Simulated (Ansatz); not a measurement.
# C₃H₂F₂O: up Jacob's ladder to CCSD(T)

The task here is to estimate one member of a computed series from the others.

Method: functionals in def2-TZVPP, the program's frozen cores in correlated methods; program: Ansatz 0.2.0, Gaussian basis.

The runs, in order: PBE-D4, r2SCAN-D4, PBE0-D4, B3LYP-D4, ωB97X-V, ωB97M-V, B2PLYP; CCSD(T)/def2-TZVPP; MP2/def2-QZVPP; extrapolation to the limit.

## Structure used throughout

The geometry comes from an earlier relaxation with PBE0-D4 in a triple-zeta def2 set; it is a stationary point, not always the lowest conformer.

SMILES `FC1(F)C=CO1`, 8 atoms, charge 0, spin multiplicity 1.

Atoms are counted from 1 here; the program's logs count them from 0.

Bond lengths: F1–C2 1.329 Å, C2–F3 1.329 Å, C2–C4 1.507 Å, C2–O6 1.440 Å, C4–C5 1.327 Å, C4–H7 1.075 Å, C5–O6 1.390 Å, C5–H8 1.080 Å. Angles: F1–C2–F3 107.4°, F1–C2–C4 118.4°, F1–C2–O6 110.8°, F3–C2–C4 118.4°, F3–C2–O6 110.8°, C4–C2–O6 89.5°, C2–C4–C5 85.2°, C2–C4–H7 135.9°, C5–C4–H7 138.9°, C4–C5–O6 99.7°, C4–C5–H8 140.0°, O6–C5–H8 120.4°, C2–O6–C5 85.6°.

Set-up of the first run:

File in.yaml:

```yaml
crystal:
  periodic: [false, false, false]
  atoms:
    - {symbol: F, position_ang: [0.621516, -1.790614, 0.500709]}
    - {symbol: C, position_ang: [0.639638, -0.473964, 0.322495]}
    - {symbol: F, position_ang: [1.879450, -0.057787, 0.557681]}
    - {symbol: C, position_ang: [-0.096776, 0.099517, -0.860150]}
    - {symbol: C, position_ang: [-0.895814, 0.649795, 0.045146]}
    - {symbol: O, position_ang: [-0.295191, 0.175662, 1.205146]}
    - {symbol: H, position_ang: [0.009088, 0.057781, -1.928649]}
    - {symbol: H, position_ang: [-1.769811, 1.282409, 0.101822]}
basis:
  gaussian: {orbitals: def2-TZVPP}
hamiltonian: {xc: pbe, dispersion: d4}
output: {forces: true, orbitals: {seedname: orbitals}}
```

Launch:

```bash
$ ansatz run in.yaml --threads 4 --pin off --events-out ev --progress --plain --max-ram 10444MiB
```

Steps of the session up to this table: PBE-D4 (GGA); r2SCAN-D4 (meta-GGA); PBE0-D4 (hybrid); B3LYP-D4 (hybrid); ωB97X-V (range-separated); ωB97M-V (range-separated); B2PLYP (double hybrid); CCSD(T) in def2-TZVPP; MP2 in def2-QZVPP.

One of the session's tables, all rows but one given; the rest of the session is left out.

It belongs to the step «Atomisation energies». 

```
            method  atomisation energy (kJ/mol)
            PBE-D4                       3659.4
         r2SCAN-D4                       3502.4
           PBE0-D4                       3518.1
          B3LYP-D4                       3449.7
           ωB97X-V                       3485.0
           ωB97M-V                       3491.0
            B2PLYP                       3430.6
     HF/def2-TZVPP                       2323.2
    MP2/def2-TZVPP                       3513.3
   CCSD/def2-TZVPP                            ?
CCSD(T)/def2-TZVPP                       3362.9
           MP2/CBS                       3614.9
       CCSD(T)/CBS                       3464.5
```

Estimate the missing values for CCSD/def2-TZVPP.

The run gave: atomisation energy (kJ/mol): 3277.6. In the column «atomisation energy (kJ/mol)» it lies between HF/def2-TZVPP (2323.2) and CCSD(T)/def2-TZVPP (3362.9).

Limits of these values: Free atoms (2 F, 3 C, 1 O, 2 H) were run apart at each level; the atomisation energy is their sum less the molecule, without zero-point or spin-orbit terms.
